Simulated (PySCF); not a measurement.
# C3H4F2O: the cost of one run

The runs use PySCF 2.14.0, with density-fitted response routines of our own; the level of theory stands in each step. All values are computed, except where a source is named. Atoms count from 0, in the outputs and in this text.

### Step 1. The starting structure

10 atoms, charge 0, multiplicity 1; geometry from: GFN2-xTB. The atoms were then displaced at random by about 0.01 Å, so the start is not that level's minimum.

Bonds of the start (Å): F0–C1 1.38, C1–F2 1.34, C1–C3 1.48, C3–C4 1.50, C4–O5 1.41, O5–C3 1.42, C1–H6 1.10, C3–H7 1.08, C4–H8 1.05, C4–H9 1.09.

### Step 2. Relaxing the molecule at PBE0-D3(BJ)/def2-SVP

What the job is given:

```
{"job": {"xc": "PBE0", "basis": "def2-SVP", "d3": "d3bj", "grid": 1, "shake": 0.01, "kind": "geom"}, "charge": 0, "multiplicity": 1}
F      1.497360    -1.278330    -0.541780
C      1.188730     0.026710    -0.208590
F      2.196820     0.443480     0.563330
C     -0.084960     0.102400     0.541000
C     -1.375960    -0.120330    -0.192320
O     -0.968500     1.161850     0.225190
H      1.196870     0.636640    -1.123770
H     -0.031710    -0.161700     1.590130
H     -1.344060    -0.296040    -1.229520
H     -2.224160    -0.535620     0.355260
```

On the command line:

```console
OMP_NUM_THREADS=1 python probes_run.py task.json out
```

This one command runs all jobs of the session in turn.

Q: Estimate the wall time and peak memory of this first job on 1 thread of Arm Neoverse V2, shared host.

About 38 s, with a peak of 0.43 GiB.
